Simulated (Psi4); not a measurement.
# SiF2 (SMILES F[Si]F) at FNO-CCSD(T)/cc-pVDZ (occ tolerance 0.0001, sweep point 3)

What is the energy change on altering one bond length of SiF2 at FNO-CCSD(T)/cc-pVDZ (occ tolerance 0.0001, sweep point 3)? 

The calculation is run with Psi4 1.11.

## Step 1: The molecule

SiF2: 3 atoms, total charge 0, spin state singlet. As SMILES, `F[Si]F`. Geometry: relaxed at GFN2-xTB.

Bond lengths: Si1–F2 1.617 Å, Si1–F3 1.616 Å. Angles: F2–Si1–F3 92.6°.

## Step 2: The energy at FNO-CCSD(T)/cc-pVDZ (occ tolerance 0.0001, sweep point 3)

Contents of input.inp:

```
memory 1600 MB

molecule m {
  0 1
  Si     0.004220    -0.007680    -0.744810
  F      1.165930    -0.017340     0.380560
  F     -1.170150     0.025020     0.364240
  units angstrom
  symmetry c1
}

set puream true
set scf_type pk
set num_frozen_docc 7
set occ_tolerance 0.0001

e_tot, wfn = energy("fno-ccsd(t)/cc-pVDZ", return_wfn=True)
```

On the command line:

```bash
psi4 -i input.inp -o input.out -n 1
```

input.out, shortened:

```text
[...]
  Running in c1 symmetry.
[...]
  Nuclear repulsion =  100.838229127014060
[...]
  Multiplicity = 1
[...]
  Nalpha       = 16
  Nbeta        = 16
[...]
    Number of basis functions: 46
[...]
   @RHF iter   1:  -487.83468095111795   -8.94819e-01   8.66206e-03 ADIIS/DIIS
[...]
   @RHF iter  10:  -487.89311189177505   -5.68434e-12   7.82041e-09 DIIS
[...]
    Orbital Energies [Eh]
    ---------------------
    Doubly Occupied:
       1A    -68.892594     2A    -26.293950     3A    -26.293408
       4A     -6.229752     5A     -4.332382     6A     -4.331076
       7A     -4.330295     8A     -1.608625     9A     -1.577153
      10A     -0.786050    11A     -0.699480    12A     -0.689254
      13A     -0.673794    14A     -0.636905    15A     -0.618526
      16A     -0.417800
[...]
  @RHF Final Energy:  -487.89311189177505
   => Energetics <=
    Nuclear Repulsion Energy =            100.8382291270140598
    One-Electron Energy =                -880.6405904242523093
    Two-Electron Energy =                 291.9092494054631857
    Total Energy =                       -487.8931118917750496
[...]
 Multipole Moments:
 ------------------------------------------------------------------------------------
     Multipole            Electronic (a.u.)      Nuclear  (a.u.)        Total (a.u.)
 ------------------------------------------------------------------------------------
 L = 1.  Multiply by 2.5417464519 to convert [e a0] to [Debye]
 Dipole X            :          0.0032668           -0.0053135           -0.0020467
 Dipole Y            :          0.1116521           -0.9079333           -0.7962812
 Dipole Z            :         -0.0000000            0.0000000           -0.0000000
 Magnitude           :                                                    0.7962838
[...]
      * MP2 total energy:                   -488.345541105386
[...]
      * MP2 total energy:                   -488.345541105386
[...]
      * MP3 total energy:                   -488.347105554053
[...]
      * CCSD total energy:                  -488.358368725582
[...]
      * CCSD(T) total energy                -488.367069080857
[...]
```

It took 6.6 s on 1 thread of Intel Xeon Platinum 8259CL at 2.50GHz (Skylake/Cascade Lake), shared host; peak memory 0.28 GiB.

## Step 3: The distorted shape, same level

Contents of job.dat:

```
memory 1600 mb

molecule system {
  0 1
  Si    -0.576661    -0.002850    -1.307520
  F      1.165930    -0.017340     0.380560
  F     -1.751031     0.029850    -0.198470
  units angstrom
  symmetry c1
}

set puream true
set scf_type pk
set num_frozen_docc 7
set occ_tolerance 0.0001

energy_value = energy('fno-ccsd(t)/cc-pVDZ')
print_variables()
```

On the command line:

```bash
psi4 -i job.dat -o job.out -n 1
```

job.out, shortened:

```text
[...]
  Running in c1 symmetry.
[...]
  Nuclear repulsion =   83.163255960924772
[...]
  Multiplicity = 1
[...]
  Nalpha       = 16
  Nbeta        = 16
[...]
    Number of basis functions: 46
[...]
   @RHF iter   1:  -487.64589433145494   -1.17657e+00   1.16890e-02 ADIIS/DIIS
[...]
   @RHF iter  12:  -487.77388222813119   -8.52651e-13   6.42035e-09 DIIS
[...]
    Orbital Energies [Eh]
    ---------------------
    Doubly Occupied:
       1A    -68.976964     2A    -26.356445     3A    -26.127336
       4A     -6.306498     5A     -4.407385     6A     -4.406788
       7A     -4.404818     8A     -1.648436     9A     -1.361928
      10A     -0.805289    11A     -0.712920    12A     -0.708983
      13A     -0.546678    14A     -0.465796    15A     -0.464708
      16A     -0.424543
[...]
  @RHF Final Energy:  -487.77388222813119
   => Energetics <=
    Nuclear Repulsion Energy =             83.1632559609247721
    One-Electron Energy =                -845.6232447487872150
    Two-Electron Energy =                 274.6861065597312859
    Total Energy =                       -487.7738822281311855
[...]
 Multipole Moments:
 ------------------------------------------------------------------------------------
     Multipole            Electronic (a.u.)      Nuclear  (a.u.)        Total (a.u.)
 ------------------------------------------------------------------------------------
 L = 1.  Multiply by 2.5417464519 to convert [e a0] to [Debye]
 Dipole X            :          1.2010479            0.2307057            1.4317536
 Dipole Y            :         -1.0018673           -1.1365846           -2.1384519
 Dipole Z            :         -0.0000000           -0.0000000           -0.0000000
 Magnitude           :                                                    2.5734986
[...]
      * MP2 total energy:                   -488.237281542430
[...]
      * MP2 total energy:                   -488.237281542430
[...]
      * MP3 total energy:                   -488.233497683371
[...]
      * CCSD total energy:                  -488.249485163084
[...]
      * CCSD(T) total energy                -488.261658597418
[...]
```

Run time: 7.2 s. Hardware: 1 thread of Intel Xeon Platinum 8259CL at 2.50GHz (Skylake/Cascade Lake), shared host; peak memory 0.28 GiB.

## Step 4: What came out

Level: FNO-CCSD(T)/cc-pVDZ (occ tolerance 0.0001, sweep point 3), 7 core orbitals frozen.

| quantity | value |
| --- | --- |
| first shape: total energy | -488.36707 Eh |
| first shape: HOMO energy (Hartree–Fock orbitals) | -11.37 eV |
| first shape: LUMO energy (Hartree–Fock orbitals) | 1.04 eV |
| first shape: HOMO–LUMO gap (Hartree–Fock orbitals) | 12.41 eV |
| first shape: correlation energy (7 core orbitals frozen) | -474.0 mEh |
| first shape: (T) correction | -8.70 mEh |
| first shape: T1 diagnostic | 0.016 |
| distorted shape: total energy | -488.26166 Eh |
| distorted shape: HOMO energy (Hartree–Fock orbitals) | -11.55 eV |
| distorted shape: LUMO energy (Hartree–Fock orbitals) | -0.65 eV |
| distorted shape: HOMO–LUMO gap (Hartree–Fock orbitals) | 10.91 eV |
| distorted shape: correlation energy (7 core orbitals frozen) | -487.8 mEh |
| distorted shape: (T) correction | -12.17 mEh |
| distorted shape: T1 diagnostic | 0.029 |
| energy change with the Si1–F2 bond stretched from 1.617 to 2.426 Å | 2.868 eV |

In words: With the Si1–F2 bond stretched from 1.617 to 2.426 Å the energy rises by 2.87 eV (277 kJ/mol). The first shape isn't relaxed at this level, so the change isn't measured from a minimum. The triples (first shape) make up 1.8 % of the correlation energy. The T1 diagnostic (distorted shape) of 0.029 is above the customary mark for such species, so a single reference may not serve. The triples (distorted shape) make up 2.5 % of the correlation energy.
